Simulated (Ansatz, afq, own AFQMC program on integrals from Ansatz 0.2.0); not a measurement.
# Atomization energy of AlBH, doublet

```yaml
atoms:
  - { symbol: B, position_ang: [0.0000, -0.0920, 0.3143] }
  - { symbol: Al, position_ang: [0.0000, -0.0334, -1.8050] }
  - { symbol: H, position_ang: [0.0000, 0.1253, 1.4907] }
```

Connectivity, by distances: BH–Al.

Atoms in their ground-state spins without spin–orbit coupling (mostly on UHF) minus the molecule (UHF), without zero-point energy. The geometry is a stationary point, not shown to be a minimum.

Basis cc-pVDZ. Noble-gas cores (and the filled d shells of Ga–Kr and In–Xe) are frozen. Ansatz 0.2.0 and our own AFQMC program on the same integrals; the CISD trial comes from CCSD amplitudes, and released means the phaseless constraint is let go. Error bars are statistical, one sigma. The errors of all members are added in quadrature.

No full CI on the walks' own integrals is used here; CCSDTQ serves as the reference and is uncertain by about the last step of the cluster series. Each member takes its own surest rung, up to full CI.

The best estimate is CCSD(T) at the basis-set limit (CBS: def2-TZVPP and def2-QZVPP, with their diffuse functions for anions and beside diffuse sets, CCSD(T) itself extrapolated) plus the step from CCSD(T) to CCSDTQ in cc-pVDZ. Rows without CBS are in cc-pVDZ, the functionals in def2-TZVP; B2PLYP and the wave-function rows carry a basis error of their own. Core correlation and relativity beyond core potentials are missing, and ± holds the sampling alone.

Cautions: AlBH (doublet): an unrestricted solution with more broken spin lies lower, raised T1 diagnostic (T1 0.046, weight of the determinant 0.85, largest double 0.09), unrestricted determinant spin contaminated (⟨S²⟩ 0.85 against 0.75), the released energies are still falling, so no released level is given (meV from the phaseless value at times in 1/Eh: -5.5 ± 2.2 at 0.24, -9.9 ± 2.4 at 0.51, -12.5 ± 2.3 at 0.99, -17 ± 3 at 1.62, -20.3 ± 2.3 at 2.40), though the last usable value meets CCSDTQ within the noise, its ph-AFQMC/CISD value lies 21 ± 3 meV above CCSDTQ.

Best estimate: 136.5 kcal/mol.

```csv
level,atomization energy (kcal/mol),error against the best estimate (kcal/mol)
HF,102.7,-33.8
MP2,122.5,-14.0
CCSD,121.4,-15.0
CCSD(T),122.8,-13.7
ph-AFQMC/CISD,122.9 ± 0.07,-13.6 ± 0.07
HF/CBS,106.1,-30.4
MP2/CBS,134.6,-1.9
CCSD(T)/CBS,136.0,-0.5
wB97M-V,139.0,2.5
surest rungs in cc-pVDZ,123.3,-13.2
```

Correlation beyond CCSD(T) adds 0.5 kcal/mol. Going to the basis-set limit adds 13.2 kcal/mol at CCSD(T). The perturbative (T) step is worth +1.4 kcal/mol. Where the cautions show a poor determinant, the low rows tell how each method copes with it, not its usual error.

Best estimates are given only where the step beyond CCSD(T) is under 0.3 eV and no member's determinant is very poor (T1 over 0.05, or 0.07 for open shells, ⟨S²⟩ too high by 0.3, two states mixed), so the hardest cases are missing from such tables.

The functionals ran in a triple-zeta set and keep a basis error of their own, a few kJ/mol for each bond in atomization energies and more for double hybrids, so close places among them and the extrapolated levels can swap.

Each member of a difference takes its own highest rung, so a best estimate needn't equal the limit plus the step of one row. A walk keeps the symmetry of its determinant, which the program's search chose and which needn't be the lowest solution, so a lower state of the same spin and another symmetry isn't excluded.
